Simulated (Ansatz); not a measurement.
# Active spaces for CO2, singlet

Calculated in Ansatz's Gaussian-basis code. Basis cc-pVTZ, nonrelativistic, 3 orbitals frozen in the corrections. State-specific CASSCF; RHF is the lowest restricted (open-shell) Hartree–Fock solution met. Solutions may break the symmetry of the shape. Lower solutions, or ones in other orbitals, may exist.

Geometry:

```xyz
3

C     0.0000    0.0000    0.0000
O     0.0000    0.0000    1.1620
O     0.0000    0.0000   -1.1620
```

**Question.** What do CASSCF and its corrections give against RHF in CAS(8,6), and what are the occupations?

**Answer.** CASSCF -2.179 eV, SC-NEVPT2 -15.998 eV; occupations 1.98, 1.98, 1.96, 1.96, 0.06, 0.06.

**Question.** Roughly how much CPU time does a whole run from the default start take (median of such runs, summed over threads; nearly all runs on one pinned thread of a shared server, mostly Xeon at 2.3 to 2.6 GHz, by a development driver)?

**Answer.** CAS(8,6): about 4.3 s. Other jobs ran beside these, and the count of passes differs.
